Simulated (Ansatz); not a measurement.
GeS (Pnma, No. 62) was calculated with PBEsol in Ansatz (PAW).

Numerical settings: plane-wave cutoff 520 eV, 16×14×6 k mesh (along the axes of the cell as run), Fermi–Dirac smearing 0.05 eV, scalar-relativistic PAW data made under PBE.

Cell (relaxed at this level):

```
CELL_PARAMETERS angstrom
      3.66195     0.00000     0.00000
      0.00000     4.15502     0.00000
      0.00000     0.00000    10.29202
ATOMIC_POSITIONS crystal
  Ge 0.25000 0.37941 0.38079
  Ge 0.25000 0.12059 0.88079
  Ge 0.75000 0.62059 0.61921
  Ge 0.75000 0.87941 0.11921
  S  0.25000 0.49485 0.14774
  S  0.25000 0.00515 0.64774
  S  0.75000 0.50515 0.85226
  S  0.75000 0.99485 0.35226
```

**Question.** Predict the bulk modulus B0, band gap and pressure derivative B′ of the bulk modulus.

**Answer.** 
* **bulk modulus B0**: 36.2 GPa
* **band gap**: 0.84 eV (on the SCF k mesh)
* **pressure derivative B′ of the bulk modulus**: 8.1

Measured, for comparison: band gap 1.65 eV (room temperature, no zero-point or thermal correction, our sources range from 1.58 to 1.65; as tabulated in Setten et al. (2017), arXiv:1709.07349).

Note: the cell comes from a level without a dispersion term, which matters for the spacing of layers, chains or molecules; the bulk modulus comes from volumes at which shape and atoms were relaxed.

Spin–orbit coupling is not included.

The computed numbers hold no vibrational or temperature effects.

The result took around 100 core-minutes (rough).

Ansatz is a quantum-chemistry and plane-wave program.
